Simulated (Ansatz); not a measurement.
# AlBClH₂ radical (SMILES [BH][AlH][Cl]): functionals against CCSD(T) at one geometry

How do the functionals fare away from a minimum? The structure is a structure displaced at random from a GFN2-xTB minimum.

Method: single points in def2-TZVPP; program: Ansatz 0.2.0, Gaussian basis.

Cores are frozen in the correlated methods. Orbitals are unrestricted.

## 1. Where the work starts

SMILES `[BH][AlH][Cl]`, 5 atoms, charge 0, spin multiplicity 2.

Atoms are counted from 1 here; the program's logs count them from 0.

Bond lengths: B1–Al2 2.136 Å, B1–H4 1.013 Å, Al2–Cl3 2.151 Å, Al2–H5 1.471 Å. Angles: Al2–B1–H4 156.1°, B1–Al2–Cl3 114.8°, B1–Al2–H5 126.3°, Cl3–Al2–H5 116.9°.

Geometry (Å):

```
B    -1.1528   -0.8828    0.0860
Al    0.7440    0.0861   -0.0738
Cl    0.7313    1.9112   -1.2118
H    -2.1449   -1.0086   -0.0748
H     1.9216   -0.1613    0.7727
```

## 2. CCSD(T)/def2-TZVPP

Contents of run/in.yaml:

```yaml
crystal:
  periodic: [false, false, false]
  atoms:
    - {symbol: B, position_ang: [-1.152800, -0.882800, 0.086000]}
    - {symbol: Al, position_ang: [0.744000, 0.086100, -0.073800]}
    - {symbol: Cl, position_ang: [0.731300, 1.911200, -1.211800]}
    - {symbol: H, position_ang: [-2.144900, -1.008600, -0.074800]}
    - {symbol: H, position_ang: [1.921600, -0.161300, 0.772700]}
basis:
  gaussian: {orbitals: def2-TZVPP}
magnetization: {spin_polarized: true, initial_magnetization: 1}
correlation: {method: ccsd_t}
scf: {omitted_lower_state_checks: [cluster_reference]}
output: {forces: true}
```

No record of the launch command was kept for these runs.

## 3. PBE0-D4/def2-TZVPP

run/in.yaml, as its differences from that of step 2:

```diff
@@ -11,4 +11,3 @@
 magnetization: {spin_polarized: true, initial_magnetization: 1}
-correlation: {method: ccsd_t}
-scf: {omitted_lower_state_checks: [cluster_reference]}
-output: {forces: true}
+hamiltonian: {xc: pbe0, dispersion: d4}
+output: {forces: true, orbitals: {seedname: orbitals}}
```

## 4. wB97M-V/def2-TZVPP

run/in.yaml, as its differences from that of step 3:

```diff
@@ -11,3 +11,3 @@
 magnetization: {spin_polarized: true, initial_magnetization: 1}
-hamiltonian: {xc: pbe0, dispersion: d4}
-output: {forces: true, orbitals: {seedname: orbitals}}
+hamiltonian: {xc: {name: wB97M-V}}
+output: {forces: true}
```

## 5. r2SCAN-D4/def2-TZVPP

run/in.yaml, as its differences from that of step 4:

```diff
@@ -11,3 +11,3 @@
 magnetization: {spin_polarized: true, initial_magnetization: 1}
-hamiltonian: {xc: {name: wB97M-V}}
+hamiltonian: {xc: r2scan, dispersion: d4}
 output: {forces: true}
```

## 6. PBE-D4/def2-TZVPP

run/in.yaml, as its differences from that of step 5:

```diff
@@ -11,3 +11,3 @@
 magnetization: {spin_polarized: true, initial_magnetization: 1}
-hamiltonian: {xc: r2scan, dispersion: d4}
+hamiltonian: {xc: pbe, dispersion: d4}
 output: {forces: true}
```

## 7. B97M-V/def2-TZVPP

run/in.yaml, as its differences from that of step 6:

```diff
@@ -11,3 +11,3 @@
 magnetization: {spin_polarized: true, initial_magnetization: 1}
-hamiltonian: {xc: pbe, dispersion: d4}
+hamiltonian: {xc: {name: B97M-V}}
 output: {forces: true}
```

## 8. wB97X-V/def2-TZVPP

run/in.yaml, as its differences from that of step 7:

```diff
@@ -11,3 +11,3 @@
 magnetization: {spin_polarized: true, initial_magnetization: 1}
-hamiltonian: {xc: {name: B97M-V}}
+hamiltonian: {xc: {name: wB97X-V}}
 output: {forces: true}
```

(Steps that only read results are left out.)

Q: Predict the outcome of this session. Wanted: energy less free atoms, CCSD(T)/def2-TZVPP; RMS force component; RMS force error; HOMO and LUMO, PBE0-D4; T1 diagnostic.

As calculated:

```
                                  quantity                                                                                          value
energy less free atoms, CCSD(T)/def2-TZVPP                                                                                 -1189.3 kJ/mol
                       RMS force component                                                           2.693 to 2.817 eV/Å over the methods
                           RMS force error  PBE0-D4 0.044, wB97M-V 0.083, r2SCAN-D4 0.025, PBE-D4 0.088, B97M-V 0.098, wB97X-V 0.054 eV/Å
                    HOMO and LUMO, PBE0-D4                                                                             -5.92 and -3.15 eV
                             T1 diagnostic                                                                                          0.013
```

**Reading.** Against CCSD(T) the functionals' energies less atoms differ by -80.7 to -43.1 kJ/mol, PBE-D4 by -45.7 kJ/mol. The reference is not at the basis limit: in triple zeta CCSD(T) underbinds, which counts against methods that bind more; the gaps are no ranking. For forces r2SCAN-D4 does best and B97M-V worst. Frozen-core CCSD(T) forces in triple zeta carry basis errors of their own, and this is one geometry, so small gaps rank nothing.
